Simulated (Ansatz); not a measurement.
Geometry optimisation, RKS r2SCAN-D4/def2-SVP in Ansatz 0.2.0.

Input file:

```yaml
crystal:
  periodic: [false, false, false]
  atoms:
    - { symbol: B, position_ang: [-0.090712, -0.154105, -0.082249] }
    - { symbol: F, position_ang: [-0.088712, -0.547556, 1.19225] }
    - { symbol: H, position_ang: [0.942381, 0.19681, -0.597253] }
    - { symbol: "N", position_ang: [-1.28515, -0.204651, -0.79836] }
    - { symbol: H, position_ang: [-2.159857, -0.474118, -0.369041] }
    - { symbol: H, position_ang: [-1.361948, 0.107836, -1.754747] }
    - { symbol: H, position_ang: [-0.115368, 2.019589, 0.93182] }
    - { symbol: H, position_ang: [-0.088334, 1.562495, 1.48178] }
basis:
  gaussian: { orbitals: def2-SVP }
hamiltonian:
  xc: r2scan
  dispersion: d4
relax:
  f_tol: 0.03
  max_steps: 50
output:
  orbitals: {}
```

Run as:

```bash
$ ansatz run input.yaml --threads 2 --pin off --max-ram 3072MiB --backend cpu --events-out ev --progress --plain --runs-dir out
```

**Question.** Where does it end, and by what steps?

**Answer.** It converged. The force dipped under the threshold on the way, but the program's further checks kept it going. After 24 steps the energy has fallen by 0.183 eV; H7 moved furthest, 1.42 Å.

| step | energy less start (eV) | largest force component (eV/Å) | accepted |
| --- | --- | --- | --- |
| 0 | 0.0000 | 1.332 | yes |
| 1 | -0.1295 | 0.168 | yes |
| 2 | -0.1599 | 0.067 | yes |
| 3 | -0.1643 | 0.286 | yes |
| 4 | -0.1707 | 0.126 | yes |
| 5 | -0.1724 | 0.098 | yes |
| 6 | -0.1680 | 0.715 | no |
| 7 | -0.1760 | 0.024 | yes |
| 8 | -0.1729 | 0.559 | no |
| 9 | -0.1770 | 0.097 | yes |
| 10 | -0.1779 | 0.123 | yes |
| 11 | -0.1789 | 0.146 | yes |
| 12 | -0.1799 | 0.132 | yes |
| 13 | -0.1793 | 0.157 | no |
| 14 | -0.1806 | 0.060 | yes |
| 15 | -0.1814 | 0.078 | yes |
| 16 | -0.1817 | 0.128 | yes |
| 17 | -0.1820 | 0.054 | yes |
| 18 | -0.1822 | 0.005 | yes |
| 19 | -0.1825 | 0.014 | yes |
| 20 | -0.1801 | 0.265 | no |
| 21 | -0.1827 | 0.051 | yes |
| 22 | -0.1827 | 0.050 | yes |
| 23 | -0.1829 | 0.041 | yes |
| 24 | -0.1829 | 0.005 | yes |

```xyz
8
Properties=species:S:1:pos:R:3
B -0.117 -0.346 -0.374
F -0.100 -0.222 0.963
H 0.930 -0.350 -0.977
N -1.342 -0.468 -1.027
H -2.228 -0.466 -0.535
H -1.419 -0.562 -2.031
H 0.011 2.827 2.087
H 0.018 2.092 1.899
```

Time of the run: 26 s on 2 threads of Arm Neoverse V2, on a shared host, peak memory 0.14 GiB.
